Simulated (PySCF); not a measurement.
## Static response to an electric field

Compound: phosphonium, PH4 (charge +1).
Atom-mapped SMILES: `[PH4+:1]` (hydrogens: H2, H3, H4, H5 on P1)

Geometry (GFN2-xTB, Å), atoms numbered from 1 in this order:
```xyz
5
PH4 angstrom
P      0.0019    0.0008   -0.0037
H     -0.7359   -0.8623   -0.7788
H      0.3355   -0.6170    1.1783
H     -0.7415    1.1266    0.2614
H      1.1487    0.3548   -0.6744
```

Level: B3LYP/def2-SVPD (PySCF), static field, nuclei fixed, core orbitals frozen in the response. The polarisability tensor in these axes (au):

```
x   19.93  0.00  0.00
y    0.00 19.92  0.00
z    0.00  0.00 19.92
```

Task: What are the eigenvalues, a third of the trace, and Δα (Δα² = ½Σ(αi − αj)² over the three pairs)?

Result: Principal values 19.92, 19.92 and 19.93 au; mean 19.92 au = 2.95 Å³ = 3.28 × 10⁻⁴⁰ C²·m²/J; Δα = 0.01 au (0 % of the mean). Point group Td makes the tensor isotropic, so any spread comes from the grid or from a geometry that is symmetric only within 0.08 Å.

Task: In TDDFT the mean static polarisability is Σ f/ω² over all singlet excitations (ω in hartree). How much of it do the 8 lowest give? Their energies (eV) and oscillator strengths: 11.41, 0.0000; 11.42, 0.0000; 11.42, 0.0000; 11.68, 0.0000; 11.68, 0.0000; 12.27, 0.0069; 12.27, 0.0073; 12.28, 0.0071.

Result: They add up to 0.10 au, 0.5 % of the 19.92 au; the largest single term is 0.04 au, from the state at 12.27 eV. Terms in order: 0.00, 0.00, 0.00, 0.00, 0.00, 0.03, 0.04, 0.03 au. Higher excitations give the rest. The strengths listed sum to 0.021.

Geometry: GFN2-xTB; no solvent, vibrations or thermal averaging.
